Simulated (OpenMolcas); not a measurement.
**BHCl2 (SMILES [H]B(Cl)Cl): a chain of runs**

Wanted: the energy (UHF/STO-3G), then the energy (CASSCF(2,2)/STO-3G), then a single-point energy (CASPT2(2,2)/STO-3G), then the energy (SC-NEVPT2(2,2)/STO-3G), then a single-point energy (MRCI(2,2)/STO-3G) of BHCl2. 

Program for the calculation: OpenMolcas 26.06.

3 further runs of the same task are left out: 2 that didn't finish, 1 set aside as unsound or not needed.

## Step 1: Starting point

BHCl2: 4 atoms, total charge 0, spin state singlet. SMILES: `[H]B(Cl)Cl`. The B1–Cl2 distance was set to 3.402 Å, away from the relaxed value. At this shape a bond of the SMILES string is far longer than usual.

Bond lengths: B1–Cl3 1.702 Å, B1–H4 1.173 Å. Angles: Cl3–B1–H4 119.9°.

## Step 2: The energy at UHF/STO-3G (run 1)

The input, step1.inp:

```
&GATEWAY
 BasLib = $CurrDir
 Coord
 4
 angstrom
 B       -1.767977      -0.078939      -0.010260
 Cl       1.633390      -0.145760       0.012580
 Cl      -2.594247       1.408731      -0.028910
 H       -2.373287      -1.083799      -0.007670
 Basis = STO-3G
 Group = NoSym

&SEWARD

&SCF
 UHF
 Scramble = 0.25
 PrOrbitals = 1 1
```

The basis set STO-3G is read from a file made from the Basis Set Exchange's data (not shown).

Launch:

```sh
$ export MOLCAS_MEM=1860
$ pymolcas step1.inp > step1.log
```

The program printed (excerpt; [...] marks lines left out):

```text
--- Start Module: gateway ---
[...]
--- Stop Module: gateway /rc=_RC_ALL_IS_WELL_ ---
--- Start Module: seward ---
[...]
      Basis functions           24
--- Stop Module: seward /rc=_RC_ALL_IS_WELL_ ---
--- Start Module: scf ---
[...]
       Convergence after  35 Iterations
[...]
::    Total SCF energy                               -934.0173553083
[...]
      Total spin, S                                     0.6086212682
[...]
      Total electronic charge=   40.000000
      Total            charge=   -0.000000
[...]
      Dipole Moment (debye):
      Origin of the operator (angstrom)=   -0.6767    0.5150   -0.0084
                   X=  5.9477E-01               Y= -1.1632E+00               Z=  1.4556E-02           Total=  1.3065E+00
      Quadrupole Moment (debye*angstrom):
[...]
--- Stop Module: scf /rc=_RC_ALL_IS_WELL_ ---
[...]
```

It took 2.4 s on 1 thread of Arm Neoverse V1, shared host; peak memory 0.37 GiB.

## Step 3: The energy at CASSCF(2,2)/STO-3G (run 2)

The input, step2.input:

```
* BCl2H CASSCF

&gateway
 baslib=$CurrDir
 coord
 4
 angstrom
 B       -1.767977      -0.078939      -0.010260
 Cl       1.633390      -0.145760       0.012580
 Cl      -2.594247       1.408731      -0.028910
 H       -2.373287      -1.083799      -0.007670
 basis=STO-3G
 group=NoSym

&seward

&rasscf
 fileorb=$CurrDir/step1.UnaOrb
 spin=1
 nactel=2 0 0
 inactive=19
 ras2=2
 orblisting=Nothing
```

The basis set STO-3G is read from a file made from the Basis Set Exchange's data (not shown).

Launch:

```sh
$ export MOLCAS_MEM=1860
$ pymolcas step2.input > step2.log
```

The program printed (excerpt; [...] marks lines left out):

```text
--- Start Module: gateway ---
[...]
--- Stop Module: gateway /rc=_RC_ALL_IS_WELL_ ---
--- Start Module: seward ---
[...]
      Basis functions           24
--- Stop Module: seward /rc=_RC_ALL_IS_WELL_ ---
--- Start Module: rasscf ---
[...]
      Number of active orbitals                  2
[...]
      Spin quantum number                      0.0
[...]
      Active orbitals                            2
[...]
      Number of CSFs                             3
[...]
      Number of root(s) required                 1
[...]
      Convergence after 16 iterations
[...]
      printout of CI-coefficients larger than  0.05 for root  1
      energy=    -934.020481
      conf/sym  11     Coeff  Weight
             1  20  -0.80704 0.65131
             3  02   0.59050 0.34869
      Natural orbitals and occupation numbers for root  1
      sym 1:   1.302612   0.697388
      ************************************************************************************************************************
      *                                                    Final results                                                     *
[...]
::    RASSCF root number  1 Total energy:   -934.02048106
[...]
      Total electronic charge=   40.000000
      Total            charge=   -0.000000
[...]
      Dipole Moment (debye):
      Origin of the operator (angstrom)=   -0.6767    0.5150   -0.0084
                   X=  3.9104E-01               Y= -1.1488E+00               Z=  1.3244E-02           Total=  1.2136E+00
      Quadrupole Moment (debye*angstrom):
[...]
--- Stop Module: rasscf /rc=_RC_ALL_IS_WELL_ ---
[...]
```

Run time: 1.9 s. Hardware: 1 thread of Arm Neoverse V1, shared host; peak memory 0.37 GiB.

## Step 4: A single-point energy at CASPT2(2,2)/STO-3G (run 3)

The input, step3.inp:

```
* BCl2H CASPT2

&GATEWAY
 BasLib
 $CurrDir
 Coord
 4
 angstrom
 B       -1.767977      -0.078939      -0.010260
 Cl       1.633390      -0.145760       0.012580
 Cl      -2.594247       1.408731      -0.028910
 H       -2.373287      -1.083799      -0.007670
 Basis
 STO-3G
 Group
 NoSym

&SEWARD

&RASSCF
 FileOrb
 $CurrDir/step2.RasOrb
 Spin
 1
 Nactel
 2 0 0
 Inactive
 19
 Ras2
 2
 OrbListing
 Nothing

&CASPT2
 Imaginary
 0.1
 Frozen
 11
```

The basis set STO-3G is read from a file made from the Basis Set Exchange's data (not shown).

Launch:

```sh
$ export MOLCAS_MEM=1860
$ pymolcas step3.inp > step3.log
```

The program printed (excerpt; [...] marks lines left out):

```text
--- Start Module: gateway ---
[...]
--- Stop Module: gateway /rc=_RC_ALL_IS_WELL_ ---
[...]
      Basis functions           24
[...]
--- Start Module: rasscf ---
[...]
      Number of active orbitals                  2
[...]
      Spin quantum number                      0.0
[...]
      Active orbitals                            2
[...]
      Number of CSFs                             3
[...]
      Number of root(s) required                 1
[...]
      Convergence after  4 iterations
[...]
      printout of CI-coefficients larger than  0.05 for root  1
      energy=    -934.020481
      conf/sym  11     Coeff  Weight
             1  20  -0.80704 0.65131
             3  02   0.59050 0.34869
      Natural orbitals and occupation numbers for root  1
      sym 1:   1.302612   0.697388
      ************************************************************************************************************************
      *                                                    Final results                                                     *
[...]
::    RASSCF root number  1 Total energy:   -934.02048106
[...]
      Total electronic charge=   40.000000
      Total            charge=   -0.000000
[...]
      Dipole Moment (debye):
      Origin of the operator (angstrom)=   -0.6767    0.5150   -0.0084
                   X=  3.9105E-01               Y= -1.1488E+00               Z=  1.3248E-02           Total=  1.2136E+00
      Quadrupole Moment (debye*angstrom):
[...]
--- Stop Module: rasscf /rc=_RC_ALL_IS_WELL_ ---
--- Start Module: caspt2 ---
[...]
 ###    WARNING: User changed nr of frozen orbitals.                         ###
 ###############################################################################
[...]
      E2 (Variational):          -0.0335557736
      Total energy:            -934.0540368290
[...]
      Reference weight:           0.98267
[...]
::    CASPT2 Root  1     Total energy:   -934.05403683
[...]
--- Stop Module: caspt2 /rc=_RC_ALL_IS_WELL_ ---
[...]
```

Wall time 1.8 s (1 thread of Arm Neoverse V1, shared host); peak memory 0.37 GiB.

## Step 5: The energy at SC-NEVPT2(2,2)/STO-3G (run 4)

The input, step4.inp:

```
>>> EXPORT MOLCAS_PRINT=2

&GATEWAY
 BASLIB=$CurrDir
 COORD
 4
 angstrom
 B       -1.767977      -0.078939      -0.010260
 Cl       1.633390      -0.145760       0.012580
 Cl      -2.594247       1.408731      -0.028910
 H       -2.373287      -1.083799      -0.007670
 BASIS=STO-3G
 GROUP=NoSym

&SEWARD

&RASSCF
 FILEORB=$CurrDir/step2.RasOrb
 SPIN=1
 NACTEL=2 0 0
 INACTIVE=19
 RAS2=2
 ORBLISTING=Nothing

&CASPT2
 SC-NEVPT2
 FROZEN=11
```

The basis set STO-3G is read from a file made from the Basis Set Exchange's data (not shown).

Launch:

```sh
$ export MOLCAS_MEM=1860
$ pymolcas step4.inp > step4.log
```

The program printed (excerpt; [...] marks lines left out):

```text
--- Start Module: gateway ---
[...]
--- Stop Module: gateway /rc=_RC_ALL_IS_WELL_ ---
[...]
      Basis functions           24
[...]
--- Start Module: rasscf ---
[...]
      Number of active orbitals                  2
[...]
      Spin quantum number                      0.0
[...]
      Active orbitals                            2
[...]
      Number of CSFs                             3
[...]
      Number of root(s) required                 1
[...]
      Convergence after  4 iterations
[...]
      printout of CI-coefficients larger than  0.05 for root  1
      energy=    -934.020481
      conf/sym  11     Coeff  Weight
             1  20  -0.80704 0.65131
             3  02   0.59050 0.34869
      Natural orbitals and occupation numbers for root  1
      sym 1:   1.302612   0.697388
      ************************************************************************************************************************
      *                                                    Final results                                                     *
[...]
::    RASSCF root number  1 Total energy:   -934.02048106
[...]
      Total electronic charge=   40.000000
      Total            charge=   -0.000000
[...]
      Dipole Moment (debye):
      Origin of the operator (angstrom)=   -0.6767    0.5150   -0.0084
                   X=  3.9105E-01               Y= -1.1488E+00               Z=  1.3248E-02           Total=  1.2136E+00
      Quadrupole Moment (debye*angstrom):
[...]
--- Stop Module: rasscf /rc=_RC_ALL_IS_WELL_ ---
--- Start Module: caspt2 ---
[...]
 ###    WARNING: User changed nr of frozen orbitals.                         ###
 ###############################################################################
[...]
      E2 (Variational):          -0.0328308377
[...]
      E2 (Variational):          -0.0328012803
      Total energy:            -934.0532823357
[...]
      Reference weight:           0.98347
[...]
::    SC-NEVPT2 Root  1     Total energy:   -934.05328234
[...]
--- Stop Module: caspt2 /rc=_RC_ALL_IS_WELL_ ---
[...]
```

Wall time 1.7 s (1 thread of Arm Neoverse V1, shared host); peak memory 0.37 GiB.

## Step 6: A single-point energy at MRCI(2,2)/STO-3G (run 5)

The input, step5.inp:

```
&GATEWAY
BASLIB=$CurrDir
COORD
4
angstrom
B       -1.767977      -0.078939      -0.010260
Cl       1.633390      -0.145760       0.012580
Cl      -2.594247       1.408731      -0.028910
H       -2.373287      -1.083799      -0.007670
BASIS=STO-3G
GROUP=NoSym
&SEWARD
&RASSCF
FILEORB=$CurrDir/step2.RasOrb
SPIN=1
NACTEL=2 0 0
INACTIVE=19
RAS2=2
ORBLISTING=Nothing
&MOTRA
LUMORB
FROZEN=11
&GUGA
ELECTRONS=18
SPIN=1
INACTIVE=8
ACTIVE=2
CIALL=1
&MRCI
SDCI
```

The basis set STO-3G is read from a file made from the Basis Set Exchange's data (not shown).

Launch:

```sh
$ export MOLCAS_MEM=1860
$ pymolcas step5.inp > step5.log
```

The program printed (excerpt; [...] marks lines left out):

```text
--- Start Module: gateway ---
[...]
--- Stop Module: gateway /rc=_RC_ALL_IS_WELL_ ---
[...]
      Basis functions           24
[...]
      Number of active orbitals                  2
[...]
      Spin quantum number                      0.0
[...]
      Active orbitals                            2
[...]
      Number of CSFs                             3
[...]
      Number of root(s) required                 1
[...]
      Convergence after  4 iterations
[...]
      printout of CI-coefficients larger than  0.05 for root  1
      energy=    -934.020481
      conf/sym  11     Coeff  Weight
             1  20  -0.80704 0.65131
             3  02   0.59050 0.34869
      Natural orbitals and occupation numbers for root  1
      sym 1:   1.302612   0.697388
      ************************************************************************************************************************
      *                                                    Final results                                                     *
[...]
::    RASSCF root number  1 Total energy:   -934.02048106
[...]
      Dipole Moment (debye):
      Origin of the operator (angstrom)=   -0.6767    0.5150   -0.0084
                   X=  3.9105E-01               Y= -1.1488E+00               Z=  1.3248E-02           Total=  1.2136E+00
      Quadrupole Moment (debye*angstrom):
[...]
      *** WARNING: Default frozen orbitals is overwritten by user input.
      *** Default values:  11
[...]
--- Start Module: guga ---
[...]
--- Stop Module: guga /rc=_RC_ALL_IS_WELL_ ---
--- Start Module: mrci ---
[...]
       (But an ACPF correction will be computed)
       USE THE DEFAULT ACPF G-VALUE GFAC=  0.11111111111111110
[...]
                      CI ENERGY:  -934.06487956
[...]
                ACPF CORRECTION:    -0.00145783
[...]
      Total electronic charge=   40.000000
      Total            charge=    0.000000
[...]
     ACPF CORRECTION:     -0.00145783
[...]
  CI State   1     Total energy:   -934.06487956     QDav:     -0.00164681     QACPF:     -0.00145783
[...]
--- Stop Module: mrci /rc=_RC_ALL_IS_WELL_ ---
[...]
```

It took 2 s on 1 thread of Arm Neoverse V1, shared host; peak memory 0.37 GiB.

## Step 7: What came out

| quantity | value |
| --- | --- |
| run 1, UHF/STO-3G: total energy | -934.01736 Eh |
| run 1, UHF/STO-3G: dipole moment | 1.31 D |
| run 1, UHF/STO-3G: HOMO energy | -8.54 eV |
| run 1, UHF/STO-3G: LUMO energy | 1.60 eV |
| run 1, UHF/STO-3G: HOMO–LUMO gap | 10.13 eV |
| run 1, UHF/STO-3G: ⟨S²⟩ | 0.979 |
| run 2, CASSCF(2,2)/STO-3G: total energy | -934.02048 Eh |
| run 2, CASSCF(2,2)/STO-3G: dipole moment (CASSCF density) | 1.21 D |
| run 3, CASPT2(2,2)/STO-3G: total energy | -934.05404 Eh |
| run 3, CASPT2(2,2)/STO-3G: dipole moment (CASSCF density) | 1.21 D |
| run 4, SC-NEVPT2(2,2)/STO-3G: total energy | -934.05328 Eh |
| run 4, SC-NEVPT2(2,2)/STO-3G: dipole moment (CASSCF density) | 1.21 D |
| run 5, MRCI(2,2)/STO-3G: total energy | -934.06488 Eh |
| run 5, MRCI(2,2)/STO-3G: dipole moment (CASSCF density) | 1.21 D |

**Reading.** ⟨S²⟩ (run 1, UHF/STO-3G) is 0.98 where a pure singlet has 0.00: the reference is spin-contaminated. Mulliken charges (run 2, CASSCF(2,2)/STO-3G) run from -0.21 on Cl3 to +0.27 on B1; they depend strongly on the basis. Mulliken charges (run 3, CASPT2(2,2)/STO-3G) of the CASSCF density run from -0.21 on Cl3 to +0.27 on B1. Mulliken charges (run 5, MRCI(2,2)/STO-3G) of the CASSCF density run from -0.21 on Cl3 to +0.27 on B1.
